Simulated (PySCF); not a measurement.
Species: vinylene carbonate, C3H2O3.
Cartesian coordinates in Å at the PBE0-D3(BJ)/def2-SVP level; atoms count from 1:
```
atom  x, y, z in Å
O1     2.4670    0.1518    0.3903
C2     1.3002    0.0737    0.2084
O3     0.4917    1.0608   -0.2662
C4    -0.7817    0.5696   -0.3269
C5    -0.7649   -0.6950    0.0989
O6     0.5210   -1.0175    0.4345
H7    -1.5666    1.2279   -0.6855
H8    -1.5284   -1.4569    0.2183
```

Computed with core-valence-separated Tamm–Dancoff BHandHLYP/aug-pcX-1 (pcseg-1 on H) in PySCF, non-relativistic, gas phase, PBE0-D3(BJ)/def2-SVP geometry. No empirical shift is added; at this level the pattern usually sits a few eV under experiment.

The lowest roots of each edge with f over 0.003 (five at most, numbered afresh; weaker and dark ones are left out), with transition dipoles (au) in the frame of the coordinates:

```
root  edge  E (eV)       f       μx       μy       μz
   1     C  284.62  0.1290   0.0226  -0.0425  -0.1272
   2     C  287.03  0.0948  -0.0193   0.0363   0.1086
   3     C  287.59  0.0656   0.0952   0.0062   0.0148
   4     C  287.94  0.0250   0.0009  -0.0565   0.0190
   5     C  289.49  0.0078  -0.0055   0.0104   0.0310
   6     O  530.36  0.0433  -0.0095   0.0180   0.0540
   7     O  533.99  0.0549   0.0108  -0.0202  -0.0605
   8     O  535.32  0.0071  -0.0230  -0.0015  -0.0035
   9     O  535.40  0.0123   0.0279   0.0127   0.0007
  10     O  535.40  0.0088   0.0162  -0.0181   0.0090
```

**Question.** What is the unit vector of the normal of the molecular plane, and which share of each root's |μ|² lies along it?

**Answer.** (-0.17, 0.31, 0.94), up to sign.

| root | core hole on | share along it | final orbital under reflection in the plane |
| --- | --- | --- | --- |
| 1 | C4/C5 | 1.00 | odd |
| 2 | C2 | 1.00 | odd |
| 3 | C4/C5 | 0.00 | even |
| 4 | C4/C5 | 0.00 | even |
| 5 | C4/C5 | 1.00 | odd |
| 6 | O1 | 1.00 | odd |
| 7 | O3/O6 | 1.00 | odd |
| 8 | O1 | 0.00 | even |
| 9 | O3/O6 | 0.00 | even |
| 10 | O3/O6 | 0.00 | even |

The 1s orbitals of atoms in the plane are even under the reflection, so light polarised along the normal reaches odd orbitals alone (the out-of-plane π set) and light polarised in the plane even ones.

**Question.** For fixed molecules, how does the intensity of root 1 change when the electric field is turned 70° away from the normal of the molecular plane?

**Answer.** Intensity goes as (E·μ)², and μ lies along that direction, so it falls to cos²70° = 0.12 of its maximum; it vanishes at 90°.

**Question.** Molecules are fixed in this frame and the field points along z. What effective strengths 3 f cos²θ do the roots have (θ between field and μ)?

**Answer.** root 1 (C4/C5): 0.338, root 2 (C2): 0.249, root 3 (C4/C5): 0.005, root 4 (C4/C5): 0.008, root 5 (C4/C5): 0.021, root 6 (O1): 0.114, root 7 (O3/O6): 0.144, root 8 (O1): 0.000, root 9 (O3/O6): 0.000, root 10 (O3/O6): 0.003. Root 1 is the strongest. Averaged over all orientations cos²θ is 1/3, which gives f back. For degenerate partners only the sum has meaning, as the program may mix them freely.

